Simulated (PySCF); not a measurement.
**One shape, several levels: CHFO (formyl fluoride)**

Wanted: a comparison of 6 runs (HF/3-21G, BHLYP/def2-TZVPP, CAM-B3LYP/def2-TZVPP, M06-L/def2-TZVPP, wB97M-V/def2-TZVPP, wB97X/def2-TZVPP) of CHFO (formyl fluoride). 

The calculation is run with PySCF 2.14.0.

1 further run of the same task is left out (set aside as unsound or not needed).

### 1 The system as given

The species is CHFO (4 atoms), meant as a singlet with charge 0. As SMILES, `O=CF`. The coordinates come from a PBE0-D4/def2-TZVP relaxation.

Bond lengths: O1–C2 1.174 Å, C2–F3 1.336 Å, C2–H4 1.097 Å. Angles: O1–C2–F3 122.9°, O1–C2–H4 127.8°, F3–C2–H4 109.3°.

### 2 A single-point energy at HF/3-21G (run 1)

File input.py:

```python
from pyscf import gto, scf

system = gto.M(
    atom='''
O     -1.680609     0.380175     1.564202
C     -0.087683     0.127594     0.040856
F      1.105868    -2.063222    -0.343590
H      0.662425     1.555471    -1.261487
''',
    spin=0,
    verbose=3,
    basis='3-21g',
    unit='bohr',
    charge=0,
    max_memory=1860,
)

hf = scf.RHF(system)
hf.conv_tol = 1e-10
hf.kernel()
if not hf.converged:
    hf = hf.newton().run(hf.mo_coeff, hf.mo_occ)

e_final = hf.e_tot
print('E = %.10f Eh' % e_final)
```

Run with:

```sh
OMP_NUM_THREADS=1 python input.py
```

Standard output:

```text
converged SCF energy = -211.56977982402
E = -211.5697798240 Eh
```

Wall time 0.71 s (1 thread of Arm Neoverse V1, shared host); peak memory 0.1 GiB.

### 3 The energy at BHLYP/def2-TZVPP (run 2)

File geometry.xyz:

```xyz
4

O     -0.889340     0.201180     0.827740
C     -0.046400     0.067520     0.021620
F      0.585200    -1.091810    -0.181820
H      0.350540     0.823120    -0.667550
```

File calc.py:

```python
# formyl fluoride
from pyscf import gto, dft

mol = gto.M(
    atom='geometry.xyz',
    verbose=4,
    max_memory=1860,
    charge=0,
    spin=0,
    basis='def2-tzvpp',
)

ks = dft.RKS(mol, xc='bhandhlyp')
ks.grids.level = 5
ks.conv_tol = 1e-10
ks.kernel()
if not ks.converged:
    ks = ks.newton().run(ks.mo_coeff, ks.mo_occ)

energy = ks.e_tot
print(f'total energy: {energy:.8f} hartree')
```

Run with:

```sh
OMP_NUM_THREADS=1 python calc.py
```

Standard output:

```text
PySCF version 2.14.0

[... 74 lines left out ...]
converged SCF energy = -213.765564300192
total energy: -213.76556430 hartree
```

It took 14 s on 1 thread of Arm Neoverse V1, shared host; peak memory 0.53 GiB.

Run 3 isn't shown in full; the table further down has it.

### 4 The energy at M06-L/def2-TZVPP (run 4)

File input.py:

```python
from pyscf import gto, dft

system = gto.M(
    atom='O -0.889340 0.201180 0.827740; C -0.046400 0.067520 0.021620; F 0.585200 -1.091810 -0.181820; H 0.350540 0.823120 -0.667550',
    max_memory=1860,
    basis='def2-tzvpp',
    verbose=3,
    charge=0,
)

calc0 = dft.RKS(system, xc='m06-l')
calc0.grids.level = 5
calc0.conv_tol = 1e-10
calc0.kernel()
if not calc0.converged:
    calc0 = calc0.newton().run(calc0.mo_coeff, calc0.mo_occ)

e_final = calc0.e_tot
print('E(%s) = %.9f' % ('M06-L', e_final))
```

Run with:

```sh
OMP_NUM_THREADS=1 python input.py
```

Standard output:

```text
converged SCF energy = -213.832583218186
E(M06-L) = -213.832583218
```

Run time: 27 s. Hardware: 1 thread of Arm Neoverse V1, shared host; peak memory 0.59 GiB.

Run 5 isn't shown in full; the table further down has it.

### 5 A single-point energy at wB97X/def2-TZVPP (run 6)

File mol.xyz:

```xyz
4
CHFO
O     -0.889340     0.201180     0.827740
C     -0.046400     0.067520     0.021620
F      0.585200    -1.091810    -0.181820
H      0.350540     0.823120    -0.667550
```

File input.py:

```python
from pyscf import gto, dft

molecule = gto.M(
    atom='mol.xyz',
    basis='def2-tzvpp',
    charge=0,
    max_memory=1860,
    verbose=3,
)

mf = dft.RKS(molecule)
mf.xc = 'wb97x'
mf.grids.level = 5
mf.conv_tol = 1e-10
mf.kernel()
if not mf.converged:
    mf = mf.newton().run(mf.mo_coeff, mf.mo_occ)

e_final = mf.e_tot
print('Final energy', e_final)
```

Run with:

```sh
OMP_NUM_THREADS=1 python input.py
```

Standard output:

```text
converged SCF energy = -213.812953780453
Final energy -213.81295378045274
```

It took 22 s on 1 thread of Arm Neoverse V1, shared host; peak memory 0.54 GiB.

### 6 All runs side by side

```tsv
run	level	integration grid	nlc grid	energy (Eh)	dipole moment (D)	HOMO energy (eV)	LUMO energy (eV)	wall time
1	HF/3-21G	–	–	-211.569780	2.45	-13.60	4.19	0.71 s
2	BHLYP/def2-TZVPP	5	–	-213.765564	2.25	-11.25	0.36	14 s
3	CAM-B3LYP/def2-TZVPP	5	–	-213.800340	2.15	-11.06	0.32	22 s
4	M06-L/def2-TZVPP	5	–	-213.832583	1.92	-8.03	-1.72	27 s
5	wB97M-V/def2-TZVPP	5	1	-213.807524	2.11	-11.97	1.52	54 s
6	wB97X/def2-TZVPP	5	–	-213.812954	2.15	-12.03	1.57	22 s
```

### 7 Outcome

| quantity | value |
| --- | --- |
| run 6: total energy | -213.81295 Eh |
| run 6: dipole moment | 2.15 D |
| run 6: HOMO energy | -12.03 eV |
| run 6: LUMO energy | 1.57 eV |
| run 6: HOMO–LUMO gap | 13.60 eV |

**Reading.** The dipole moment (its size) runs from 1.92 D (M06-L/def2-TZVPP) to 2.45 D (HF/3-21G). The two ends differ in method and basis. The HOMO–LUMO gap runs from 6.31 eV (M06-L/def2-TZVPP) to 17.79 eV (HF/3-21G). Totals of different functionals can't be ranked against each other. All runs together took 2.3 min, the longest 54 s.
